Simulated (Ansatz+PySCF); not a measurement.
# doublet H2S(+): levels of theory in one basis

```xyz
3

S     0.0000   -0.6162    0.0000
H     0.0000    0.3081    0.9756
H     0.0000    0.3081   -0.9756
```

Basis set: cc-pVTZ on H; cc-pV(T+d)Z on S (spherical functions). Correlated methods keep 5 orbitals frozen. Correlation on ROHF uses semicanonical orbitals with singles. Charge 1, multiplicity 2.

Computed with Ansatz (development build ahead of 0.2.0) and PySCF 2.14.0; each method stands on the lowest determinant of its kind that the runs found.

```
  method  E − E(ROHF) (eV)  <S²> of the determinant
    ROHF              0.00                     0.75
     UHF             -0.17                     0.77
ROHF-MP2             -4.26                        –
 UHF-MP2             -4.23                     0.77
```

(1) What does ROHF-CCSD(T) give on the same scale?

Answers

(1) -5.13 eV.
